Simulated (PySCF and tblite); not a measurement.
C4H10O, numbered as in [CH3:1][CH2:2][CH2:3][O:4][CH3:5].

Search: ETKDG and KDG, MMFF94s, GFN2-xTB, 90 starts; geometries at PBE0-D3(BJ)/def2-SVP. Free energies are CAM-B3LYP-D3(BJ)/def2-TZVP (IEF-PCM, chloroform) single points with GFN2-xTB rigid-rotor and vibrational terms (modes under about 100 cm⁻¹ blended into free rotors). Symmetry numbers and mirror images are counted. Conformers within 3 kcal/mol (GFN2-xTB free energy) were kept, 8 at most. GIAO shieldings: wB97X-D/pcSseg-1 (IEF-PCM, chloroform). Shifts are against TMS (¹H), TMS (¹³C) at the same level. Run with PySCF (density fitting) and tblite.

Torsions listed: C1–C2–C3–O4, C2–C3–O4–C5. Of a mirror pair one member is shown.

| conformer | shape | weight % | dipole D |
| --- | --- | --- | --- |
| 1 | 62°, -177° | 56.7 | 1.38 |
| 2 | -179°, -179° | 30.2 | 1.34 |
| 3 | 55°, 72° | 7.1 | 1.59 |
| 4 | 176°, 74° | 6.0 | 1.59 |

(1) How do the computed shifts compare with measured ones?

## Answers

(1) 
```
nucleus  signal  leading conformer  average  measured                                          medium
    ¹³C      C1               13.5     12.7      10.5  not stated per compound (mostly CDCl3 or CCl4)
    ¹³C      C2               26.4     25.8      23.2  not stated per compound (mostly CDCl3 or CCl4)
    ¹³C      C3               74.8     75.4      74.5  not stated per compound (mostly CDCl3 or CCl4)
```

Measured values: Pretsch, Buehlmann, Badertscher, Structure Determination of Organic Compounds, 4th ed. (2009). Mean difference for ¹³C: 1.90 ppm, scatter 0.73 ppm. The computed shifts are unscaled and lack vibrational corrections.
